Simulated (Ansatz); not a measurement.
Worked example: vertical energy of the quartet above the doublet of HO2 (hydroperoxy)

The species is HO2 (3 atoms), meant as a doublet with charge 0. As SMILES, `[O]O`. The shape is that of a PBE0-D4/def2-TZVP optimisation.

```xyz
3

O    -0.3552    0.9419   -0.0887
O    -0.2445   -0.3594   -0.1724
H     0.5997   -0.5826    0.2611
```

Both states at this one shape; open shells run unrestricted unless said. 1 Eh = 27.2114 eV.

| level | program | doublet HO2 (Eh) | quartet HO2 (Eh) |
| --- | --- | --- | --- |
| UBLYP/cc-pV(D+d)Z | Ansatz | -150.899438 | -150.678161 |
| UBLYP/cc-pV(T+d)Z | Ansatz | -150.956563 | -150.736083 |
| UBLYP/cc-pV(Q+d)Z | Ansatz | -150.971853 | -150.753421 |

Problem. Work out the vertical gap, second state less first, at each level.

Solution. 
1. UBLYP/cc-pV(D+d)Z: -150.678161 − (-150.899438) = 0.221277 Eh = 6.02 eV.
2. UBLYP/cc-pV(T+d)Z: -150.736083 − (-150.956563) = 0.220480 Eh = 6.00 eV.
3. UBLYP/cc-pV(Q+d)Z: -150.753421 − (-150.971853) = 0.218432 Eh = 5.94 eV.

No measured value is set beside it here; the levels span 5.94 to 6.02 eV.
